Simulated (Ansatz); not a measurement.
A nudged elastic band was laid between two geometries of C₂HNO (5 atoms, charge 0, multiplicity 1).

These are results of Ansatz, UKS r2SCAN/def2-mTZVP, not measurements.

```json
{
  "movable images": "5",
  "climbing image": "yes",
  "spring": "5.0 eV/Å²",
  "optimiser": "quadratic models (default)",
  "start path": "through a guess of the saddle point",
  "force threshold": "0.05 eV/Å",
  "iteration limit": "60",
  "end points": "relaxed"
}
```

Image 0:

```xyz
5
Properties=species:S:1:pos:R:3
N 0.466 -1.177 1.586
C 0.186 -0.521 0.673
C -0.121 0.330 -0.478
O -1.168 0.262 -1.073
H 0.687 1.032 -0.749
```

Image 6:

```xyz
5
Properties=species:S:1:pos:R:3
N 0.665 -1.035 1.558
C 1.123 -0.193 0.918
C -2.130 0.000 -1.460
O -1.151 0.567 -1.380
H 1.544 0.588 0.322
```

(1) Which bonds break or form, and what moves?

(2) Give the energies along the band, and the barrier.

(3) What is the geometry of the highest image?

The band took 38 iterations and of the order of 27 core-minutes.

Results:

(1) Bonds broken: C2–C3, C3–H5. Bonds formed: C2–H5. C2HNO becomes CO + HCN (or HNC).

(2) The run converged. The highest image is number 2 of 0 to 6, 73.2 kcal/mol above the first end and 70.5 kcal/mol above the last; the last end lies 2.7 kcal/mol above the first. Neighbouring images differ by up to 2.7 eV, so the band resolves the path poorly. A vibrational analysis at the climbing image gives one clearly imaginary mode, 1350i cm⁻¹: a first-order saddle point.

```csv
image,path coordinate (Å),energy (kcal/mol),C2–C3 (Å),C3–H5 (Å),C2–H5 (Å)
0,0.00,0.0,1.46,1.11,2.16
1,0.57,11.3,1.43,1.13,1.86
2,1.14,73.2,1.34,1.55,1.37
3,1.77,30.4,1.94,2.07,1.09
4,2.40,6.2,2.75,2.68,1.07
5,3.03,3.1,3.45,3.42,1.07
6,3.66,2.7,4.03,4.12,1.07
```

(3) 
```xyz
5
Properties=species:S:1:pos:R:3
N 0.818 -1.046 1.340
C 0.296 -0.377 0.468
C -0.496 0.021 -0.538
O -1.159 0.415 -1.416
H 0.590 0.913 0.104
```

Time of the run: 14 min on 2 threads of Arm Neoverse N1, on a shared host, peak memory 0.2 GiB.
